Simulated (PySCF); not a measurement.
Property card for phthalonitrile radical anion (`N#Cc1ccccc1C#N`) [SMILES of the parent framework; charge -1 and doublet state]

Species: phthalonitrile radical anion, C8H4N2 (charge -1 and doublet state).
Structure used (PBE0-D3(BJ)/def2-SVP), in Å, numbered top down from 1:
```
atom  x, y, z in Å
N1     3.3756   -1.2081    0.1025
C2     2.2561   -0.8620    0.0694
C3     0.9014   -0.4874    0.0291
C4    -0.1005   -1.4920    0.0190
C5    -1.4451   -1.1996   -0.0219
C6    -1.8693    0.1700   -0.0558
C7    -0.9274    1.1738   -0.0468
C8     0.4668    0.9127   -0.0047
C9     1.3718    1.9888    0.0026
N10    2.1008    2.9069    0.0077
H11    0.2291   -2.5350    0.0448
H12   -2.1814   -2.0076   -0.0283
H13   -2.9334    0.4183   -0.0890
H14   -1.2459    2.2203   -0.0727
```

PBE0-D3(BJ)/def2-SVP geometry optimisation, gas phase (PySCF):

```
Point group                  : C2v
Rotational constants A, B, C : 1.863, 1.362, 0.787 GHz
```

From UKS B3LYP, IGLO-III on C N, pcH-1 on H, non-relativistic, mean-field spin-orbit, GIAO (PySCF):

```
Isotropic g value                                                      : 2.00260
Principal g values                                                     : 2.00216, 2.00278, 2.00285
Spin squared ⟨S²⟩                                                      : 0.761
Largest Mulliken spin population                                       : 0.29 on C3/C8
Largest isotropic hyperfine couplings (means over sets of like nuclei) : 13C -21.7 (C2/C9), 13C -17.3 (C4/C7), 13C +15.1 (C3/C8), 1H -13.0 (H12/H13), 13C +9.4 (C5/C6) MHz
```

Monoisotopic mass of the ion (most abundant isotopes, electron mass counted): 128.0380 u.

g_iso is shifted by about +280 ppm from the free-electron value 2.002319; the principal values span 0.0007. At 9.50 GHz, hν = g·μB·B₀ (B₀ the magnetic field) puts the centre of the isotropic spectrum, to first order, at 338.9 mT. With B = h/(8π²I), that is 505.379 GHz u Å² over I, the principal moments of inertia are 271.2, 370.9 and 642.2 u Å² (most abundant isotopes). The rotational constants make it an asymmetric top with κ = (2B − A − C)/(A − C) = 0.07, midway between the prolate (−1) and oblate (+1) limits.

Whether the extra electron is bound in the gas phase wasn't checked; a finite basis holds it in any case. The geometry's basis has no diffuse functions, a weakness for an anion.
